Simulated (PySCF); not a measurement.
Saddle point of CH6SSi, closed shell (CH₆SSi ([CH3][SiH2][SH]) → SiH₂S ([SiH2][S]) + CH₄; bonds formed: C2–H4; bonds broken: Si1–C2, S3–H4), PBE0-D4/def2-TZVP structure:

```
9
angstrom
Si -0.8415 -0.7148 0.0866
C 0.6334 0.7656 0.0454
S 0.1661 -2.1835 -0.8717
H 0.7090 -0.4719 -0.4971
H -1.9749 -0.0065 -0.5640
H -1.0569 -0.7131 1.5570
H -0.1212 1.5530 -0.0472
H 1.1117 0.7800 1.0217
H 1.3743 0.9910 -0.7307
```

Energies are electronic, without zero-point energy. Barriers and step energies count from the start structure reached by relaxing down the imaginary mode; all methods use the PBE0-D4 structures, on which another method's saddle can fall below an end. PySCF 2.14 with density fitting (its default auxiliary sets; JK sets also for MP2 and CCSD(T)); basis: def2-TZVPP, with def2-QZVPP for the basis limit; cores frozen in the correlated methods. B3LYP uses VWN-RPA correlation. Extrapolation: Hartree–Fock as exp(−7.88 √X), correlation as X^−2.97.

```
   method  barrier (kcal/mol)  step energy (kcal/mol)
    SPW92               45.42                   29.22
   PBE-D4                   ?                   24.27
r2SCAN-D4               51.57                   25.64
  PBE0-D4                   ?                   27.18
 B3LYP-D4               56.07                   23.33
 BHLYP-D4                   ?                   26.24
  wB97M-V               57.11                   26.31
       HF               70.68                   25.42
      MP2               55.40                   25.19
     CCSD               60.86                   25.78
  CCSD(T)               58.13                   24.89
```

(1) Fill in the withheld barriers. (To be estimated.)

T1 diagnostic: at most 0.017.

Results:

(1) Computed: BHLYP-D4 61.25; PBE-D4 48.93; PBE0-D4 53.18 kcal/mol. Each is the energy of the saddle less that of the start structure, by the same method.

For comparison, the barrier by CCSD(T) at an estimated basis limit (MP2 extrapolated from triple and quadruple zeta, plus CCSD(T) − MP2 in triple zeta) is 56.20 kcal/mol.

Labels in which every atom is bracketed show which atoms are joined, not bond orders.

For scale, one of the runs: CCSD(T)/def2-TZVPP, 199 basis functions, launched by `OMP_NUM_THREADS=4 python run.py`. Hardware: 4 CPU threads of an Arm Neoverse V1, shared host. Wall time 5.2 min; peak host memory 2.1 GiB.
